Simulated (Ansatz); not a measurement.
# AlClFH: the cost of one run

Program: Ansatz 0.2.0. Level of theory: RKS r2SCAN/def2-SVP. These are calculated values, not measurements.

### Step 1. The starting structure

Bond lengths: Al1–H2 1.560 Å, Al1–Cl3 2.230 Å, Al1–F4 1.690 Å. Angles: H2–Al1–Cl3 120.0°, H2–Al1–F4 120.0°, Cl3–Al1–F4 120.0°.

As a file:

```xyz
4

Al    0.0000    0.0000    0.0000
H     0.0000    0.0000    1.5600
Cl    1.9312    0.0000   -1.1150
F    -1.4635    0.0000   -0.8450
```

### Step 2. Relaxing the start

Input file input.yaml:

```yaml
crystal:
  periodic: [false, false, false]
  atoms:
    - { symbol: Al, position_ang: [0.0, 0.0, 0.0] }
    - { symbol: H, position_ang: [0.0, 0.0, 1.56] }
    - { symbol: Cl, position_ang: [1.9312, 0.0, -1.115] }
    - { symbol: F, position_ang: [-1.4635, 0.0, -0.845] }
basis:
  gaussian: { orbitals: def2-SVP }
hamiltonian:
  xc: r2scan
relax:
  f_tol: 0.02
  max_steps: 40
```

Launch:

```console
ansatz run input.yaml --threads 1 --pin off --max-ram 2048MiB --backend cpu --events-out ev --progress --plain --runs-dir out
```

What time and memory should one allow on 1 thread of Arm Neoverse V2, shared host?

About 15 s, with a peak of 0.13 GiB.
